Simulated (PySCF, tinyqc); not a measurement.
RHF in the sto-3g basis, for LiH, spin multiplicity 1, step by step. The lowest restricted solution is unstable here: a spin-polarised one lies 0.0033 hartree lower (PySCF). One step of it, computed by the program tinyqc.

Problem. Iteration 1: building the Fock matrix. J_ij = sum D_kl (ij|kl), K_ij = sum D_kl (ik|jl); F = H + J - 0.5 K; E = tr D H + tr D J / 2 - 0.25 tr D K + E_nn.

D at the start, lower triangle:
```
            1Li 1s    1Li 2s   1Li 2px   1Li 2py   1Li 2pz     2H 1s
1Li 1s    1.974691
1Li 2s    0.028218  0.176203
1Li 2px   0.000000  0.000000  0.000000
1Li 2py   0.000000  0.000000  0.000000  0.000000
1Li 2pz  -0.088306  0.276719  0.000000  0.000000  0.443504
2H 1s    -0.132085  0.362617  0.000000  0.000000  0.582276  0.764602
```

core Hamiltonian H = T + V (hartree), lower triangle:
```
            1Li 1s     1Li 2s    1Li 2px    1Li 2py    1Li 2pz      2H 1s
1Li 1s   -4.650519
1Li 2s   -1.043520  -1.339263
1Li 2px   0.000000   0.000000  -1.089400
1Li 2py   0.000000   0.000000   0.000000  -1.089400
1Li 2pz  -0.008797  -0.089741   0.000000   0.000000  -1.157554
2H 1s    -0.083999  -0.401620   0.000000   0.000000  -0.551888  -1.199741
```

Two-electron integrals (ij|kl) in chemists' order, unique and non-zero (hartree):
```
(11|11) 1.680395   (21|11) 0.265420   (21|21) 0.049941   (22|11) 0.397727
(22|21) 0.092860   (22|22) 0.290562   (31|31) 0.008981   (32|31) 0.013788
(32|32) 0.064184   (33|11) 0.396640   (33|21) 0.092880   (33|22) 0.290497
(33|33) 0.312946   (41|41) 0.008981   (42|41) 0.013788   (42|42) 0.064184
(43|43) 0.016869   (44|11) 0.396640   (44|21) 0.092880   (44|22) 0.290497
(44|33) 0.279207   (44|44) 0.312946   (51|51) 0.008981   (52|51) 0.013788
(52|52) 0.064184   (53|53) 0.016869   (54|54) 0.016869   (55|11) 0.396640
(55|21) 0.092880   (55|22) 0.290497   (55|33) 0.279207   (55|44) 0.279207
(55|55) 0.312946   (61|11) 0.019720   (61|21) 0.003754   (61|22) 0.007194
(61|33) 0.007106   (61|44) 0.007106   (61|51) 0.000493   (61|52) 0.000961
(61|55) 0.007374   (61|61) 0.000314   (62|11) 0.079767   (62|21) 0.019009
(62|22) 0.067561   (62|33) 0.063622   (62|44) 0.063622   (62|51) 0.002927
(62|52) 0.021307   (62|55) 0.075379   (62|61) 0.001744   (62|62) 0.031289
(63|31) 0.001120   (63|32) 0.006107   (63|53) 0.002841   (63|63) 0.001641
(64|41) 0.001120   (64|42) 0.006107   (64|54) 0.002841   (64|64) 0.001641
(65|11) 0.109494   (65|21) 0.026251   (65|22) 0.095772   (65|33) 0.089190
(65|44) 0.089190   (65|51) 0.004496   (65|52) 0.032914   (65|55) 0.108848
(65|61) 0.002460   (65|62) 0.047519   (65|65) 0.072602   (66|11) 0.244358
(66|21) 0.058894   (66|22) 0.230763   (66|33) 0.211429   (66|44) 0.211429
(66|51) 0.008734   (66|52) 0.083442   (66|55) 0.269317   (66|61) 0.005451
(66|62) 0.140825   (66|65) 0.219577   (66|66) 0.774606
```

nuclear repulsion = 0.73327096 hartree

Give: Coulomb J; exchange K; Fock matrix F; total energy of this density.

Solution.

Coulomb J (hartree), lower triangle:
```
         1Li 1s  1Li 2s  1Li 2px  1Li 2py  1Li 2pz  2H 1s
1Li 1s    3.946
1Li 2s    0.673   1.306
1Li 2px   0.000   0.000    1.273
1Li 2py   0.000   0.000    0.000    1.273
1Li 2pz   0.020   0.150    0.000    0.000    1.364
2H 1s     0.052   0.400    0.000    0.000    0.587  1.639
```

exchange K (hartree), lower triangle:
```
         1Li 1s  1Li 2s  1Li 2px  1Li 2py  1Li 2pz  2H 1s
1Li 1s    3.344
1Li 2s    0.561   0.276
1Li 2px   0.000   0.000    0.046
1Li 2py   0.000   0.000    0.000    0.046
1Li 2pz  -0.002   0.227    0.000    0.000    0.374
2H 1s     0.045   0.336    0.000    0.000    0.495  1.013
```

Fock matrix F (hartree), lower triangle:
```
         1Li 1s  1Li 2s  1Li 2px  1Li 2py  1Li 2pz   2H 1s
1Li 1s   -2.376
1Li 2s   -0.651  -0.172
1Li 2px   0.000   0.000    0.161
1Li 2py   0.000   0.000    0.000    0.161
1Li 2pz   0.012  -0.053    0.000    0.000    0.020
2H 1s    -0.054  -0.169    0.000    0.000   -0.213  -0.067
```

total energy of this density = -7.79602 hartree
